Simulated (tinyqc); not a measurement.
Inside a calculation. Method: extended Hueckel theory, for PH2-. The parameters take no account of the charge, which enters only through the electron count, and nothing here shows that the anion is bound. One step of it, computed by the program tinyqc.

Task: Wolfsberg-Helmholz matrix. H_ij = K' S_ij (H_ii + H_jj)/2 for i != j (the diagonal keeps H_ii), with K' = K + D^2 + D^4 (1 - K), D = (H_ii - H_jj)/(H_ii + H_jj), K = 1.75.

overlap S, lower triangle:
```
           1P 3s    1P 3px     1P 3py    1P 3pz     2H 1s     3H 1s
1P 3s   1.000000
1P 3px  0.000000  1.000000
1P 3py  0.000000  0.000000   1.000000
1P 3pz  0.000000  0.000000   0.000000  1.000000
2H 1s   0.358833  0.000000   0.368678  0.374630  1.000000
3H 1s   0.358833  0.000000  -0.368678  0.374630  0.085484  1.000000
```

diagonal H_ii (eV): 1P 3s -18.600000, 1P 3px -14.000000, 1P 3py -14.000000, 1P 3pz -14.000000, 2H 1s -13.600000, 3H 1s -13.600000

K = 1.750000

Give: H.

Result:

H (eV), lower triangle:
```
           1P 3s    1P 3px    1P 3py    1P 3pz     2H 1s     3H 1s
1P 3s   -18.6000
1P 3px    0.0000  -14.0000
1P 3py    0.0000    0.0000  -14.0000
1P 3pz    0.0000    0.0000    0.0000  -14.0000
2H 1s   -10.2469    0.0000   -8.9046   -9.0484  -13.6000
3H 1s   -10.2469    0.0000    8.9046   -9.0484   -2.0345  -13.6000
```
